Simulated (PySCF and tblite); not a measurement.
C4H8O, numbered as in [OH:1][CH2:2][CH:3]1[CH2:4][CH2:5]1.

The ensemble was built from 90 distance-geometry starts (ETKDG and KDG, MMFF94s, GFN2-xTB) and rests on GFN2-xTB geometries. Free energies are PBE0-D3(BJ)/pcSseg-1 (IEF-PCM, chloroform) single points with GFN2-xTB rigid-rotor and vibrational terms (plain harmonic). Symmetry numbers and mirror images are counted. Conformers within 2.5 kcal/mol (GFN2-xTB free energy) were kept, 10 at most. GIAO shieldings: PBE0/pcSseg-1 (IEF-PCM, chloroform). Shifts are against TMS (¹H), TMS (¹³C) at the same level. (PySCF 2.14, tblite 0.8.)

Torsions listed: H1–O1–C2–C3, O1–C2–C3–C4. Of a mirror pair one member is shown.

```csv
conformer,shape,weight %,dipole D
1,"54°, -157°",65.0,1.98
2,"54°, 79°",18.4,1.99
3,"58°, -42°",9.4,1.87
4,"180°, 90°",7.2,1.84
```

Q: How do the computed shifts compare with measured ones?

A: 
```csv
nucleus,signal,leading conformer,average,measured,medium
¹³C,C3,17.6,17.3,12.7,not stated per compound (mostly CDCl3 or CCl4)
¹³C,C4/C5,3.8,3.7,2.2,not stated per compound (mostly CDCl3 or CCl4)
```

Measured values: Pretsch, Buehlmann, Badertscher, Structure Determination of Organic Compounds, 4th ed. (2009). Mean difference for ¹³C: 3.05 ppm, scatter 1.55 ppm. The computed shifts are unscaled and lack vibrational corrections.
